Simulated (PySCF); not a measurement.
Gas-phase reaction: BHCl2 + 2 F + 2 H → BHF2 + 2 HCl

Computed with PySCF (xtb for GFN2) and rigid-rotor harmonic-oscillator thermochemistry at 1 bar. † marks an energy on the PBE0/def2-TZVP geometry and frequencies; other levels use their own. Open shells (unrestricted): F (multiplicity 2), H (multiplicity 2); the rest are closed-shell singlets. GFN2 has no spin-polarisation term. Spin-orbit splitting is ignored; it lowers the true energy and changes the entropy of F.

GFN2-xTB gives ΔH°(298 K) = -1235 kJ.

Question: What do LDA/def2-TZVP†, M06-2X/def2-TZVP†, r2SCAN/def2-TZVP† give?

Answer: LDA/def2-TZVP†: -1426 kJ; M06-2X/def2-TZVP†: -1248 kJ; r2SCAN/def2-TZVP†: -1234 kJ. For scale, ΔH°(298 K) is -1235 kJ at this level, -1246 kJ at ωB97M-V/def2-TZVP†, and runs from -1426 to -878 kJ over the 20 levels computed († marks an energy on the PBE0/def2-TZVP geometry).
